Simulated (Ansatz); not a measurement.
CHN, SMILES `C#N` (charge 0, multiplicity 1).

All values below come from Ansatz (a first-principles code) with r2SCAN/cc-pVTZ // B3LYP-D3(BJ)/def2-TZVP.

Ansatz 0.2 input:
```yaml
crystal:
  periodic: [false, false, false]
  atoms:
    - { symbol: C, position_ang: [-0.026481, 0.00038, 0.0] }
    - { symbol: N, position_ang: [1.119572, -0.016074, -0.000004] }
    - { symbol: H, position_ang: [-1.093091, 0.015694, 0.000004] }
basis:
  gaussian: { orbitals: cc-pVTZ }
hamiltonian:
  xc: r2scan
```

Output:

```
Functional definition: r2SCAN
399 factors; their error is unknown
mean field evaluation 1: about -2538.0512 eV, gradient 4.2e1 eV
mean field evaluation 2: about -2529.1334 eV, gradient 7.3e1 eV
mean field evaluation 4: about -2541.5811 eV, gradient 2.3e0 eV
mean field evaluation 8: about -2541.5914 eV, gradient 1.3e-2 eV
mean field -2541.59144411 eV, -93.4017628185 hartree, gradient 2.6e-5 eV, S^2 0.000000; 0 other end points of the search recorded, 0 dependent functions left out
reference -2541.59144968 eV, -93.4017630232 hartree; 7, 7 occupied and 67, 67 virtual orbitals, 399 factors
Total energy: -2541.59144968 eV, -93.4017630232 hartree
```
